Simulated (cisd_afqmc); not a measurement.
Input (AFQMC/CISD/cc-pV(T+d)Z; cisd_afqmc is a phaseless AFQMC code with CISD trial states that reads the integrals written by Ansatz): A basis named .json is the Basis Set Exchange file of that set.

Ansatz 0.2 input:
```python
import cisd_afqmc

open("ham.yaml", "w").write("""\
crystal:
  periodic: [false, false, false]
  atoms:
    - {symbol: C, position_ang: [-0.00768397, 0.00047609, 0.45577993]}
    - {symbol: H, position_ang: [-0.02591434, 0.00160561, 1.53712694]}
    - {symbol: Cl, position_ang: [0.01488659, 1.69164517, -0.08530085]}
    - {symbol: Cl, position_ang: [1.45955078, -0.85759891, -0.05828251]}
    - {symbol: Cl, position_ang: [-1.47020100, -0.83430874, -0.10769937]}
basis:
  gaussian:
    orbitals: cc-pV_T+d_Z.json
magnetization: {spin_polarized: false}
correlation: {method: ccsd, electrons: outside_noble_gas, hamiltonian_folder: ham}
""")
rep = cisd_afqmc.ansatz("ham.yaml")
e_ccsd = rep["correlation"]["coupled_cluster"]["energy"]["hartree"]
out = cisd_afqmc.run("ham", e_ccsd, trial="CISD", walkers=2000, populations=1, threads=12, dt=0.005, steps=40, early=24, settle=10, least=100,
    cut=5e-5, rank_cut=2e-4, target=0.0004, seconds=1500, seed=4, memory=62639, gpu=True)
```

Output:

```
orbitals 145, occupied [13], factors 884 of 968, rank of the doubles 596 of 1716
E(HF) = -1417.003297
E(CCSD) on the cut factors = -1417.789750, shift to the whole factors -0.000007
Energy of the trial state on the determinant = -1417.789708
  tau behind 7.2 of longer steps, mean of the populations' last blocks
   2.0  -1417.82701
   4.0  -1417.82743
   6.0  -1417.82802
   8.0  -1417.82788
  10.0  -1417.82884
  12.0  -1417.82793
  14.0  -1417.82884
  16.0  -1417.82973
  18.0  -1417.82937
  20.0  -1417.82810
  22.0  -1417.83006
blocks 100 (0 outliers left out), error by blocks joined: 1: 0.00020, 2: 0.00024, 4: 0.00028, 8: 0.00028
E(AFQMC/CISD) = -1417.82862 +/- 0.00028
```

The two halves of the walk average -1417.82802 and -1417.82922 Eh, farther apart than the printed bar allows, so the bar may be too narrow.
